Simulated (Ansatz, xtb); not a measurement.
A geometry optimisation of BHN2+ with r2SCAN-D4/def2-SVP

The starting geometry of this gas-phase doublet has its atoms placed at random.

```xyz
4

B     0.1983    1.3709   -0.6790
N    -0.5891   -0.0255   -0.7171
N    -0.8838   -0.1990    1.1108
H     0.8511    0.4393    0.1833
```

Problem. One run relaxed it with r2SCAN-D4/def2-SVP. What is a likely outcome?

Solution. It ends as `[BH][N+]#N`. Distances that change by over a tenth: B1–N2 (1.60 → 1.37 Å), B1–H4 (1.43 → 1.18 Å). Contacts that close: N2–N3 (1.86 → 1.15 Å).

The energy falls by 8.54 eV over 24 steps:

```csv
step,E − E(last) (eV)
1,8.541
4,3.926
6,1.293
9,0.205
11,0.030
14,0.002
16,0.000
19,0.000
21,0.000
24,0.000
```

Final geometry (Å):

```xyz
4

B     0.4680    0.6638   -0.2555
N    -0.6958    0.1220    0.2097
N    -1.6725   -0.3351    0.6014
H     1.4768    1.1349   -0.6575
```

From the same start GFN2-xTB reaches the same bonding as this run.

From so rough a start the end depends on the optimiser's path, so another program may land elsewhere. No frequencies were run, so the end isn't proven a minimum. Open shells are spin-unrestricted. Run with Ansatz 0.2.0, 6.4 min on 2 threads of AMD EPYC (Zen 3) (shared host).
